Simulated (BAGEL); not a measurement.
# C2H3 (SMILES [CH]=C): NEVPT2(11,11)/6-31G(d) (density fitting with cc-pvqz-jkfit, spherical functions)

Aim: the vertical doublet–quartet gap of C2H3 at NEVPT2(11,11)/6-31G* (density fitting with cc-pvqz-jkfit, spherical functions), from 2 runs. 

The calculation is run with BAGEL 1.2.2.

2 further runs of the same task are left out: 2 that didn't finish. Runs told in other sessions of the task aren't counted.

## (1) Starting point

The species is C2H3 (5 atoms), meant as a doublet with charge 0. SMILES: `[CH]=C`. The shape is that of a GFN2-xTB optimisation.

Bond lengths: C1–C2 1.288 Å, C1–H3 1.065 Å, C2–H4 1.094 Å, C2–H5 1.082 Å. Angles: C1–C2–H4 124.3°, C1–C2–H5 122.2°, C2–C1–H3 139.3°, H4–C2–H5 113.5°.

## (2) The energy at NEVPT2(11,11)/6-31G(d) (density fitting with cc-pvqz-jkfit, spherical functions)

Contents of input.json:

```json
{ "bagel": [

{
  "title": "molecule",
  "basis": "6-31gs.json",
  "df_basis": "cc-pvqz-jkfit",
  "angstrom": true,
  "geometry": [
    { "atom": "C", "xyz": [       0.488520,      -0.426400,       0.565940 ] },
    { "atom": "C", "xyz": [      -0.135750,       0.376760,      -0.223760 ] },
    { "atom": "H", "xyz": [       0.488770,      -1.456780,       0.834720 ] },
    { "atom": "H", "xyz": [      -0.941450,       0.075310,      -0.899950 ] },
    { "atom": "H", "xyz": [       0.099910,       1.431120,      -0.276960 ] }
  ]
},

{
  "title": "hf",
  "charge": 1
},

{
  "title": "casscf",
  "nstate": 1,
  "nact": 11,
  "nclosed": 2,
  "nspin": 1,
  "maxiter": 200,
  "natocc": true
},

{
  "title": "nevpt2",
  "nstate": 1,
  "nact": 11,
  "nclosed": 2,
  "nspin": 1,
  "maxiter": 200,
  "natocc": true,
  "ncore": 2
},

{
  "title": "print",
  "file": "orbitals.molden",
  "orbitals": true
}

]}
```

The basis set 6-31G* is read from a file made from the Basis Set Exchange's data (not shown).

On the command line:

```bash
BAGEL_NUM_THREADS=1 BAGEL input.json > input.out
```

The log of the run:

```text
* using 1 threads per process

  ===============================================================
  ===============================================================

  *** Geometry ***

  { "atom" : "C", "xyz" : [      0.923169,     -0.805779,      1.069472 ] },
  { "atom" : "C", "xyz" : [     -0.256530,      0.711973,     -0.422845 ] },
  { "atom" : "H", "xyz" : [      0.923641,     -2.752915,      1.577392 ] },
  { "atom" : "H", "xyz" : [     -1.779083,      0.142315,     -1.700659 ] },
  { "atom" : "H", "xyz" : [      0.188803,      2.704425,     -0.523379 ] },

  Number of auxiliary basis functions:      365

  Since a DF basis is specified, we compute 2- and 3-index integrals:
    o Being stored without compression. Storage requirement is 0.003 GB

  Number of basis functions:       34
  Number of electrons      :       15

    * METHOD: MOLECULE                             0.10

  *** RHF ***

  === Nuclear Repulsion ===
    28.7401585477

      * DIIS with orbital gradients will be used.

  === RHF iteration (6-31gs.json) ===
      0        -76.98464947          0.02323665           0.01
      1        -77.03632851          0.01196421           0.01
      2        -77.04739856          0.00431361           0.01
      3        -77.05059654          0.00160366           0.01
      4        -77.05123687          0.00046117           0.01
      5        -77.05128206          0.00006870           0.01
      6        -77.05128278          0.00002021           0.01
      7        -77.05128285          0.00000522           0.01
      8        -77.05128285          0.00000154           0.01
      9        -77.05128285          0.00000079           0.01
     10        -77.05128285          0.00000044           0.01
     11        -77.05128285          0.00000030           0.01
     12        -77.05128285          0.00000017           0.01
     13        -77.05128285          0.00000006           0.01
     14        -77.05128285          0.00000002           0.01
     15        -77.05128285          0.00000001           0.01
    * SCF iteration converged.

    * Permanent dipole moment:
           (   -0.084592,     0.210266,    -0.134599) a.u.

    * METHOD: HF                                   0.11

  ---------------------------
      CASSCF calculation
  ---------------------------

    * nstate   :      1
    * nclosed  :      2
    * nact     :     11
    * nvirt    :     21
  === CASSCF iteration (6-31gs.json) ===

    * Using the second-order algorithm

      0  0       -77.42689586     1.84e-02      5.20

      1  0       -77.47887179     3.24e-03      5.42

      2  0       -77.50184442     1.61e-03      5.40

      3  0       -77.50584031     5.86e-04      5.58

      4  0       -77.50615424     1.82e-04      5.43

      5  0       -77.50618381     5.95e-05      5.33

      6  0       -77.50618750     2.19e-05      5.45

      7  0       -77.50618802     8.43e-06      5.58

      8  0       -77.50618809     3.30e-06      5.52

      9  0       -77.50618811     1.30e-06      5.40

     10  0       -77.50618811     5.12e-07      5.46

     11  0       -77.50618811     2.02e-07      5.59

     12  0       -77.50618811     8.00e-08      5.52

     13  0       -77.50618811     3.17e-08      5.31

     14  0       -77.50618811     1.25e-08      5.45

     15  0       -77.50618811     4.96e-09      5.51

    * Second-order optimization converged. *

     guess   0:   closed 11111......          open .....1.....

  === FCI iteration ===

      0  0       -77.37725353     1.06e-03      0.26
      1  0       -77.48849556     4.46e-04      0.25
      2  0       -77.50368989     1.75e-04      0.26
      3  0       -77.50578647     6.84e-05      0.26
      4  0       -77.50612755     2.68e-05      0.26
      5  0       -77.50617653     1.20e-05      0.26
      6  0       -77.50618623     5.10e-06      0.26
      7  0       -77.50618788     1.92e-06      0.26
      8  0       -77.50618808     7.15e-07      0.26
      9  0       -77.50618810     2.64e-07      0.26
     10  0       -77.50618811     9.63e-08      0.27
     11  0       -77.50618811     3.24e-08      0.26
     12  0       -77.50618811     1.15e-08      0.26
     13  0       -77.50618811     4.27e-09      0.26
     14  0       -77.50618811     1.68e-09      0.25
     15  0       -77.50618811     7.02e-10      0.27
     16  0       -77.50618811     2.77e-10      0.26
     17  0       -77.50618811     1.10e-10      0.26
     18  0 *     -77.50618811     4.38e-11      0.24

     * ci vector, state   0, <S^2> = 0.7500
       22222a.....     0.9555669238
       2222.a2....     0.1589690702
       2222aba....    -0.0784843512

    * METHOD: CASSCF                              92.57

    * freezing 2 orbitals

  === DF-NEVPT2 calculation ===

    * Third and fourth order RDM ( 1, 1) evaluation
      will be done with 3 passes
    * 3-index integral transformation done
    * assembly done

      NEVPT2 correlation energy:   -0.1124985510      0.08

          (+0)      0.0000000000
          (+0)'     0.0000000000
          (+1)      0.0000000000
          (+1)'     0.0000000000
          (+2)      0.0000000000
          (-1)      0.0000000000
          (-1)'    -0.0617170908
          (-2)     -0.0507814602

      NEVPT2 total energy:        -77.6186866585

    * METHOD: NEVPT2                             968.07

    * METHOD: PRINT                                0.00

  ===============================================================
```

Run time: 18 min. Hardware: 1 thread of Arm Neoverse V1, shared host; peak memory 9.5 GiB.

## (3) The quartet

Changes to input.json since step 2:

```diff
@@ -6,3 +6,3 @@
   "df_basis": "cc-pvqz-jkfit",
-  "angstrom": true,
+  "angstrom": "true",
   "geometry": [
@@ -26,5 +26,5 @@
   "nclosed": 2,
-  "nspin": 1,
+  "nspin": 3,
   "maxiter": 200,
-  "natocc": true
+  "natocc": "true"
 },
@@ -36,5 +36,5 @@
   "nclosed": 2,
-  "nspin": 1,
+  "nspin": 3,
   "maxiter": 200,
-  "natocc": true,
+  "natocc": "true",
   "ncore": 2
@@ -45,3 +45,3 @@
   "file": "orbitals.molden",
-  "orbitals": true
+  "orbitals": "true"
 }
```

The basis set 6-31G* is read from a file made from the Basis Set Exchange's data (not shown).

On the command line:

```bash
BAGEL_NUM_THREADS=1 BAGEL input.json > input.out
```

The log of the run:

```text
* using 1 threads per process

  ===============================================================
  ===============================================================

  *** Geometry ***

  { "atom" : "C", "xyz" : [      0.923169,     -0.805779,      1.069472 ] },
  { "atom" : "C", "xyz" : [     -0.256530,      0.711973,     -0.422845 ] },
  { "atom" : "H", "xyz" : [      0.923641,     -2.752915,      1.577392 ] },
  { "atom" : "H", "xyz" : [     -1.779083,      0.142315,     -1.700659 ] },
  { "atom" : "H", "xyz" : [      0.188803,      2.704425,     -0.523379 ] },

  Number of auxiliary basis functions:      365

  Since a DF basis is specified, we compute 2- and 3-index integrals:
    o Being stored without compression. Storage requirement is 0.003 GB

  Number of basis functions:       34
  Number of electrons      :       15

    * METHOD: MOLECULE                             0.08

  *** RHF ***

  === Nuclear Repulsion ===
    28.7401585477

      * DIIS with orbital gradients will be used.

  === RHF iteration (6-31gs.json) ===
      0        -76.98464947          0.02323665           0.01
      1        -77.03632851          0.01196421           0.01
      2        -77.04739856          0.00431361           0.01
      3        -77.05059654          0.00160366           0.01
      4        -77.05123687          0.00046117           0.01
      5        -77.05128206          0.00006870           0.01
      6        -77.05128278          0.00002021           0.01
      7        -77.05128285          0.00000522           0.01
      8        -77.05128285          0.00000154           0.01
      9        -77.05128285          0.00000079           0.01
     10        -77.05128285          0.00000044           0.01
     11        -77.05128285          0.00000030           0.01
     12        -77.05128285          0.00000017           0.01
     13        -77.05128285          0.00000006           0.01
     14        -77.05128285          0.00000002           0.01
     15        -77.05128285          0.00000001           0.01
    * SCF iteration converged.

    * Permanent dipole moment:
           (   -0.084592,     0.210266,    -0.134599) a.u.

    * METHOD: HF                                   0.12

  ---------------------------
      CASSCF calculation
  ---------------------------

    * nstate   :      1
    * nclosed  :      2
    * nact     :     11
    * nvirt    :     21
  === CASSCF iteration (6-31gs.json) ===

    * Using the second-order algorithm

      0  0       -77.25780549     1.90e-02      2.33

      1  0       -77.30394913     3.58e-03      2.56

      2  0       -77.32219833     1.20e-03      2.55

      3  0       -77.32628713     5.86e-04      2.53

      4  0       -77.32694053     2.49e-04      2.55

      5  0       -77.32705632     1.07e-04      2.58

      6  0       -77.32707873     4.77e-05      2.59

      7  0       -77.32708328     2.18e-05      2.63

      8  0       -77.32708424     1.01e-05      2.64

      9  0       -77.32708444     4.71e-06      2.65

     10  0       -77.32708449     2.21e-06      2.60

     11  0       -77.32708450     1.04e-06      2.74

     12  0       -77.32708450     4.87e-07      2.80

     13  0       -77.32708450     2.29e-07      2.80

     14  0       -77.32708450     1.08e-07      2.86

     15  0       -77.32708450     5.06e-08      2.86

     16  0       -77.32708450     2.38e-08      2.81

     17  0       -77.32708450     1.12e-08      2.81

     18  0       -77.32708450     5.25e-09      2.81

    * Second-order optimization converged. *

     guess   0:   closed 1111.......          open ....111....

  === FCI iteration ===

      0  0       -77.24549169     1.20e-03      0.14
      1  0       -77.32169988     3.53e-04      0.14
      2  0       -77.32666013     1.02e-04      0.14
      3  0       -77.32703737     3.40e-05      0.14
      4  0       -77.32707874     1.19e-05      0.15
      5  0       -77.32708366     4.64e-06      0.14
      6  0       -77.32708439     1.69e-06      0.14
      7  0       -77.32708448     6.80e-07      0.14
      8  0       -77.32708450     2.92e-07      0.14
      9  0       -77.32708450     1.21e-07      0.14
     10  0       -77.32708450     4.17e-08      0.14
     11  0       -77.32708450     1.34e-08      0.14
     12  0       -77.32708450     5.23e-09      0.14
     13  0       -77.32708450     1.95e-09      0.14
     14  0       -77.32708450     7.38e-10      0.14
     15  0       -77.32708450     2.85e-10      0.14
     16  0       -77.32708450     1.07e-10      0.14
     17  0 *     -77.32708450     3.92e-11      0.14

     * ci vector, state   0, <S^2> = 3.7500
       2222aaa....    -0.9755424088

    * METHOD: CASSCF                              53.52

    * freezing 2 orbitals

  === DF-NEVPT2 calculation ===

    * Third and fourth order RDM ( 1, 1) evaluation
      will be done with 2 passes
    * 3-index integral transformation done
    * assembly done

      NEVPT2 correlation energy:   -0.1153493081      0.08

          (+0)      0.0000000000
          (+0)'     0.0000000000
          (+1)      0.0000000000
          (+1)'     0.0000000000
          (+2)      0.0000000000
          (-1)      0.0000000000
          (-1)'    -0.0663078834
          (-2)     -0.0490414247

      NEVPT2 total energy:        -77.4424338073

    * METHOD: NEVPT2                             681.33

    * METHOD: PRINT                                0.00

  ===============================================================
```

Run time: 12 min. Hardware: 1 thread of Arm Neoverse V1, shared host; peak memory 8.5 GiB.

## (4) What came out

At NEVPT2(11,11)/6-31G* (density fitting with cc-pvqz-jkfit, spherical functions), 2 core orbitals frozen:

| quantity | value |
| --- | --- |
| doublet: total energy | -77.61869 Eh |
| quartet: total energy | -77.44243 Eh |
| vertical energy of the quartet above the doublet | 4.796 eV |

At this shape the quartet lies 4.80 eV (111 kcal/mol) above the doublet.
